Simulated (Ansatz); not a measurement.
## TO phonon frequency at X of zinc-blende CdTe at several levels of theory

No measured value is used here.

```tsv
level (code)	value (cm⁻¹)	cell (Å³/atom)
LDA (Ansatz)	155	32.90
PBE (Ansatz)	135	36.22
PBE+SOC (Ansatz)	135	36.25
r²SCAN (Ansatz)	154	34.01
```

Values are at the level's own equilibrium cell; r²SCAN at the measured cell. Cutoffs differ between the levels. Ansatz's density-functional and Hartree–Fock values are scalar-relativistic unless marked +SOC, with PAW data made under PBE.

Ansatz is an electronic-structure program.
